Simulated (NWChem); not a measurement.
Molecule: carbon disulfide (CS₂); SMILES S=C=S

```xyz
3

S     -1.5618     0.0573     0.0172
C      0.0000     0.0002     0.0000
S      1.5618    -0.0572    -0.0172
```
Atoms are numbered in this order, from 1.

All runs use the structure optimised with B3LYP/6-31G* (spherical d). B3LYP is NWChem's, with the RPA form of VWN correlation.

 Unshifted, non-relativistic core excitations; the lowest 4 roots alone, so stronger bands may lie above.

Q: List the first C K-edge excitations from B3LYP/cc-pVTZ, restricted-window TDA (NWChem).

A: 
| state | energy (eV) | dipole oscillator strength | leading excitation (squared amplitude) |
|---|---|---|---|
| S1 | 275.8 | 0.0543 | 1s of atom 2 or its equivalents → LUMO (0.99) |
| S2 | 275.8 | 0.0543 | 1s of atom 2 or its equivalents → LUMO+1 (0.99) |
| S3 | 280.0 | 0.0000 | 1s of atom 2 or its equivalents → LUMO+2 (0.99) |
| S4 | 281.7 | 0.0323 | 1s of atom 2 or its equivalents → LUMO+3 (0.96) |
